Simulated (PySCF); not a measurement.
# Worked example for hydroxymethylide: proton affinity at atom C1

Structure: `[CH2-]O` ([CH3O]-). Numbering: `[CH2-:1][OH:2]`

Level of theory: M06-2X/ma-def2-TZVP single points in PySCF, grid level 3; every species was optimised with PBE0-D3(BJ)/ma-def2-SVP. Thermal corrections: PBE0-D3(BJ)/ma-def2-SVP frequencies, unscaled, ideal gas at 298.15 K and 1 bar, quasi-RRHO entropy.

Step: `CO` → `[CH2-]O` + H⁺.

| species | charge | multiplicity | E / Eh |
| --- | --- | --- | --- |
| `CO` | 0 | 1 | -115.715987 |
| `[CH2-]O` | -1 | 1 | -115.043518 |

Thermal terms, products less reactant: Δ(H − E) = -34.79 kJ/mol, Δ(G − E) = -66.57 kJ/mol (the bare proton has no electronic energy, H = 5/2 RT). 1 Eh = 2625.50 kJ/mol.

Q: What are ΔE, ΔH and ΔG of this step?

A: ΔE = 0.672469 Eh = 1765.57 kJ/mol; ΔH = 1730.8 kJ/mol; ΔG = 1699.0 kJ/mol, all in the gas phase at 298.15 K and 1 bar. The digits show the arithmetic; the method itself can be off by 10 kJ/mol or more. The Active Thermochemical Tables (1.112) give ΔH = 1733.9 kJ/mol.

Note: O2 is not listed: the run failed or kept an imaginary mode, or the ion rearranged or equalled another; a site not listed may be the best one.
